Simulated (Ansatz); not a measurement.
**[BPH4]− (SMILES [BH2-]P): the vertical energy of the quartet above the doublet, rung by rung**

The species is [BPH4]− (6 atoms), meant as a doublet with charge -1. SMILES: `[BH2-]P`. Geometry: relaxed at GFN2-xTB.

Quantity: the vertical energy of the quartet above the doublet, in eV. The values are calculated.

| level | kind | program | value (eV) | less FCI/STO-3G | CPU time (all runs) |
| --- | --- | --- | --- | --- | --- |
| UHF/STO-3G | Hartree–Fock | Ansatz | 8.52 | -0.38 | 0.36 s |
| U-revPBE/STO-3G | GGA | Ansatz | 8.53 | -0.37 | 4.1 s |
| UBHLYP/STO-3G | global hybrid | Ansatz | 8.67 | -0.23 | 4.2 s |
| U-wB97X/STO-3G | range-separated hybrid | Ansatz | 8.70 | -0.20 | 21 s |
| UB2PLYP/STO-3G | double hybrid | Ansatz | 8.73 | -0.17 | 6.1 s |
| RPA@PBE/STO-3G | RPA | Ansatz | 8.85 | -0.05 | 5 s |
| UCCSDT/STO-3G | coupled cluster or CI | Ansatz | 8.90 | 0.00 | 2.1 s |
| UCCSDTQ/STO-3G | coupled cluster or CI | Ansatz | 8.90 | 0.00 | 1.8 min |
| FCI/STO-3G | exact in the basis | Ansatz | 8.90 | 0.00 | 7.8 s |

FCI/STO-3G is exact within its basis and frozen core, so for wave-function methods in that basis the difference is their error; functionals converge differently with the basis, so for them it is only a difference. Sets without diffuse functions describe the anion poorly. The values span 8.52 to 8.90 eV. All rows use very small basis sets, so even the best lies far from the true value. Times are those of the runs behind each value, whatever else they computed, on shared processors of several kinds: orders of magnitude only.
